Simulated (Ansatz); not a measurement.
## How methods differ on PF3 (SMILES FP(F)F)

PF3 has 4 atoms, charge 0, and is taken as a singlet. SMILES: `FP(F)F`. The coordinates come from a GFN2-xTB relaxation.

```tsv
atom	x (Å)	y (Å)	z (Å)
P	-0.0046	0.0051	0.6423
F	1.3496	-0.0296	-0.2031
F	-0.6485	1.1803	-0.2282
F	-0.6965	-1.1558	-0.2109
```

Quantity: the vertical ionisation energy (to the doublet cation), in eV. The values are calculated.

```tsv
level	kind	program	value (eV)	less FCI/STO-3G
HF/STO-3G	Hartree–Fock	Ansatz	8.24	+1.21
PBE/STO-3G	GGA	Ansatz	7.22	+0.19
BHLYP/STO-3G	global hybrid	Ansatz	8.34	+1.31
PBE0/STO-3G	global hybrid	Ansatz	7.89	+0.86
wB97X/STO-3G	range-separated hybrid	Ansatz	7.99	+0.96
B2PLYP/STO-3G	double hybrid	Ansatz	7.69	+0.66
RPA@PBE/STO-3G	RPA	Ansatz	6.12	-0.91
MP2/STO-3G	perturbation theory	Ansatz	7.54	+0.51
CCSD/STO-3G	coupled cluster or CI	Ansatz	7.24	+0.21
FCI/STO-3G	exact in the basis	Ansatz	7.03	0.00
```

FCI/STO-3G is exact within its basis and frozen core, so for wave-function methods in that basis the difference is their error; functionals converge differently with the basis, so for them it is only a difference. The values span 6.12 to 8.34 eV. All rows use very small basis sets, so none should be taken for the real molecule's value.
